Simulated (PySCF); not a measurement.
Gas-phase reaction: 2 CH4 + C4H10 (isobutane) ⇌ 3 C2H6

Method: PySCF energies plus ideal-gas RRHO corrections (1 bar). The comparison is the NASA 1993 polynomial table, which mixes measured and estimated data. † marks an energy on the PBE0/def2-TZVP geometry and frequencies. MP2 and CCSD(T) freeze the core. All species are closed-shell singlets. MP2 isn't extrapolated to the basis-set limit. CCSD(T) isn't extrapolated to the basis-set limit.

CCSD(T)/def2-SVP† gives ΔH°(298 K) = 27.7 kJ.

Question: What does MP2/def2-SVP† give, and where does the table lie?

Answer: MP2/def2-SVP†: 30.7 kJ. Table: 32.6 kJ.
